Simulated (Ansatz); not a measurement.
A calculation with Ansatz (development build ahead of 0.2.0).

```yaml
crystal:
  periodic: [false, false, false]
  atoms:
    - { symbol: C, position_ang: [0.26222, 0.82955, 0.0] }
    - { symbol: C, position_ang: [0.58731, -0.6419, 0.0] }
    - { symbol: C, position_ang: [-0.84956, -0.18774, 0.0] }
    - { symbol: H, position_ang: [0.43992, 1.39157, -0.90915] }
    - { symbol: H, position_ang: [0.4399, 1.39158, 0.90914] }
    - { symbol: H, position_ang: [-1.42518, -0.31472, -0.90914] }
    - { symbol: H, position_ang: [-1.42516, -0.31472, 0.90914] }
    - { symbol: H, position_ang: [0.98532, -1.07661, 0.90916] }
    - { symbol: H, position_ang: [0.98533, -1.07659, -0.90916] }
basis:
  gaussian: { orbitals: cc-pVTZ }
hamiltonian:
  xc: hf
correlation:
  method: mp2
  frozen_orbitals: { C: 1, H: 0 }
```

The input is written out in the form of the current development build from the run's settings.

Results

| Item | Value |
| --- | --- |
| Converged | yes |
| Reference energy | -117.10092 hartree |
| Correlation energy | -0.51681 hartree |
| Total energy | -117.61773 hartree |
| Spin squared of the determinant | 0.000 |
| Stability test | minimum among restricted orbitals |
